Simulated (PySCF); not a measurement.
Gas-phase reaction: 2 B(CH₃)₃ + 3 F ⇌ B₂H₆ + 3 CHF + 3 CH₃, at 2500 K and a standard pressure of 1 bar. Level: MP2/def2-SVP†.

Method: PySCF energies plus ideal-gas RRHO corrections (1 bar). † marks an energy on the PBE0/def2-TZVP geometry and frequencies. MP2 freezes the core. Open shells (unrestricted): F (multiplicity 2, electronic degeneracy 6), CH₃ (multiplicity 2); the rest are closed-shell singlets. Spin-orbit splitting is ignored; it lowers the true energy and changes the entropy of F. Methyl groups turn as free rotors in B(CH₃)₃. CHF: computed as isolated molecules; such fragments, hydroxides, amides, oligomers or adducts are transient or little studied in the gas. MP2 isn't extrapolated to the basis-set limit; its ΔH°(298 K) is 1006.8 kJ in def2-SVP and 950.5 kJ in def2-TZVPP. The harmonic model lacks anharmonicity and excited electronic states, which grow with temperature; levels with a mode under 35 cm⁻¹ are left out.

```csv
species,E (Ha),H(2500 K) − E (kJ/mol),S°(2500 K) (J/mol/K)
B(CH₃)₃,-143.96682,798.9,719.8
F,-99.42243,52.0,204.7
B₂H₆,-52.99441,486.7,488.6
CHF,-137.93901,151.8,320.3
CH₃,-39.65933,227.5,314.3
```
E: electronic energy; H − E holds the zero-point and thermal terms. 1 Ha = 2625.5 kJ/mol.

**Question.** Work out ΔH°, ΔS°, ΔG° and log10 K from these numbers.

**Answer.** 1. ΔE = 1×(-52.99441) + 3×(-137.93901) + 3×(-39.65933) − 2×(-143.96682) − 3×(-99.42243) = 0.41150 Ha = 1080.4 kJ.
2. Δ(H − E) = 1×(486.7) + 3×(151.8) + 3×(227.5) − 2×(798.9) − 3×(52.0) = -129.2 kJ, so ΔH° = 951.2 kJ.
3. ΔS° = 1×(488.6) + 3×(320.3) + 3×(314.3) − 2×(719.8) − 3×(204.7) = 338.7 J/K; the number of gas molecules changes by +2.
4. ΔG° = ΔH° − TΔS° = 951.2 − 2500×(338.7)/1000 = 104.5 kJ.
5. log10 K = −ΔG°/(RT ln 10) = -2.18, with RT ln 10 = 47.86 kJ/mol; at standard pressures the reactants are favoured.
6. A shift of 10 kJ in ΔE would move log10 K by 0.21 here.
7. Lowering the total pressure from 1 bar to 0.01 bar multiplies the mole-fraction quotient K_x = K (p/p°)^(−Δn) by 10^4, which pushes the balance towards the products.
For scale, ΔH°(298 K) is 1007 kJ at this level, 914 kJ at ωB97M-V/def2-TZVP†, and runs from 775 to 1041 kJ over the 18 levels computed.
